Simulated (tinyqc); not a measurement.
The integration grid: Kohn-Sham PBE on finer and finer grids in the sto-6g basis, for BH3, spin multiplicity 1. Computed by the program tinyqc with PySCF. 

Geometry (angstrom):
```
atom,x,y,z
B,0.0000,0.0000,0.0030
H,1.2340,0.0000,0.0000
H,-0.6170,1.0680,0.0000
H,-0.6170,-1.0680,0.0000
```

Self-consistent on each grid; the net force on the molecule should vanish.

Kohn-Sham energy on Becke grids (radial x angular points per atom):
```
grid,points,residual of the electron count,E (hartree),E - finest (mhartree),largest net force without grid terms (hartree/bohr)
10 x 14,550,2.03e-02,-26.48894,-8.47188,3.11e-02
15 x 26,1547,4.69e-03,-26.48213,-1.66665,5.53e-03
20 x 50,3984,-4.37e-04,-26.48053,-0.06268,3.75e-04
30 x 86,10295,8.38e-05,-26.48044,0.02536,5.76e-05
50 x 194,38759,7.24e-06,-26.48047,-0.00280,1.69e-05
75 x 302,90474,-3.22e-08,-26.48047,0.00000,4.95e-06
120 x 590,282785,3.49e-08,-26.48047,0.00000,2.98e-08
```

The energy is within 0.1 mhartree of the finest grid first at 20 x 50. The error has both signs, since quadrature is not variational. The electron count and the net force are cheap signs of a poor grid.
